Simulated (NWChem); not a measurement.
System: C$_{2}$H$_{3}$, doublet; SMILES [CH]=C

Input file for NWChem:

```
start job
memory heap 200 mb stack 900 mb global 1100 mb
geometry units angstroms noautoz
  C     -0.109974    -0.713094     0.000000
  C     -0.009866     0.594197     0.000000
  H      0.552251    -1.579189     0.000000
  H      0.967903     1.102266     0.000000
  H     -0.893701     1.244697     0.000000
end
basis spherical
  C library 6-31g*
  H library 6-31g*
end
dft
  odft
  mult 2
  xc r2scan
  grid xfine
  iterations 150
  mulliken
end
task dft gradient
```

Parts of the log:

```
             Northwest Computational Chemistry Package (NWChem) 7.3.0
             --------------------------------------------------------

 CS  symmetry detected

                             Geometry "geometry" -> ""
                             -------------------------

 Output coordinates in angstroms (scale by  1.889725989 to convert to a.u.)

  No.       Tag          Charge          X              Y              Z
 ---- ---------------- ---------- -------------- -------------- --------------
    1 C                    6.0000    -0.10772200    -0.71614138     0.00000000
    2 C                    6.0000    -0.00046177     0.59058224     0.00000000
    3 H                    1.0000     0.54975366    -1.58584723     0.00000000
    4 H                    1.0000     0.98007283     1.09329310     0.00000000
    5 H                    1.0000    -0.88072389     1.24590900     0.00000000

 Effective nuclear repulsion energy (a.u.)      28.2858522281

      Symmetry information
      --------------------

 Group name             Cs
 Group number              2
 Group order               2
 No. of unique centers     5

                                 NWChem DFT Module
                                 -----------------

 Summary of "ao basis" -> "ao basis" (spherical)
 ------------------------------------------------------------------------------
       Tag                 Description            Shells   Functions and Types
 ---------------- ------------------------------  ------  ---------------------
 C                           6-31g*                  6       14   3s2p1d
 H                           6-31g*                  2        2   2s

      Symmetry analysis of basis
      --------------------------

        a'         26
        a"          8

            General Information
            -------------------
          SCF calculation type: DFT
          Wavefunction type:  spin polarized.
          No. of atoms     :     5
          No. of electrons :    15
           Alpha electrons :     8
            Beta electrons :     7
          Charge           :     0
          Spin multiplicity:     2
          Use of symmetry is: on ; symmetry adaption is: on
          Maximum number of iterations: 150
          AO basis - number of functions:    34
                     number of shells:    18
          Convergence on energy requested:  1.00D-06
          Convergence on density requested:  1.00D-05
          Convergence on gradient requested:  5.00D-04

              XC Information
              --------------
                      r^2SCAN Method XC Functional
               r^2SCAN metaGGA Exchange Functional  1.000
                     r^2SCAN Correlation Potential  1.000

             Grid Information
             ----------------
          Grid used for XC integration:  xfine
          Radial quadrature: Mura-Knowles
          Angular quadrature: Lebedev.
          Tag              B.-S. Rad. Rad. Pts. Rad. Cut. Ang. Pts.
          ---              ---------- --------- --------- ---------
          C                   0.70      100           8.0      1454
          H                   0.35      100           9.0      1202
          Grid pruning is: on
          Number of quadrature shells:   500
          Spatial weights used:  Erf1

      Superposition of Atomic Density Guess
      -------------------------------------

 Sum of atomic energies:         -76.81520591

      Non-variational initial energy
      ------------------------------

 Total energy =     -77.680724
 1-e energy   =    -157.834844
 2-e energy   =      51.868268
 HOMO         =      -0.150555
 LUMO         =       0.045332

   Symmetry analysis of molecular orbitals - initial alpha
   -------------------------------------------------------

  Numbering of irreducible representations:

     1 a'          2 a"

  Orbital symmetries:

     1 a'          2 a'          3 a'          4 a'          5 a'
     6 a'          7 a"          8 a'          9 a"         10 a'
    11 a'         12 a'         13 a'         14 a'         15 a"
    16 a'         17 a'         18 a"

   Symmetry analysis of molecular orbitals - initial beta
   ------------------------------------------------------

  Numbering of irreducible representations:

     1 a'          2 a"

  Orbital symmetries:

     1 a'          2 a'          3 a'          4 a'          5 a'
     6 a'          7 a"          8 a'          9 a"         10 a'
    11 a'         12 a'         13 a'         14 a'         15 a"
    16 a'         17 a'         18 a"

     ---------------------------------------------
      Total Density - Mulliken Population Analysis
     ---------------------------------------------

    Atom       Charge   Shell Charges
 -----------   ------   -------------------------------------------------------
    1 C    6     6.19   2.00  0.76  1.71  0.68  1.01  0.03
    2 C    6     6.54   2.00  0.74  1.97  0.63  1.18  0.03
    3 H    1     0.76   0.44  0.32
    4 H    1     0.75   0.44  0.31
    5 H    1     0.76   0.45  0.31

     --------------------------------------------
      Spin Density - Mulliken Population Analysis
     --------------------------------------------

[...]

                         DFT ENERGY GRADIENTS

    atom               coordinates                        gradient
                 x          y          z           x          y          z
   1 C      -0.203565  -1.353311   0.000000   -0.001119   0.005874   0.000000
   2 C      -0.000873   1.116039   0.000000   -0.000809  -0.004535   0.000000
   3 H       1.038884  -2.996817   0.000000    0.002220  -0.004207   0.000000
   4 H       1.852069   2.066024   0.000000    0.003184   0.000766   0.000000
   5 H      -1.664327   2.354427   0.000000   -0.003476   0.002103   0.000000
```

Level: r2SCAN/6-31G* (spherical d), spin-unrestricted. In the optimisation the excess spin sits in a' (Cs, its own frame). The geometry was optimised at PBE0/def2-SVP, spin-unrestricted. No stability test was run on the SCF state.
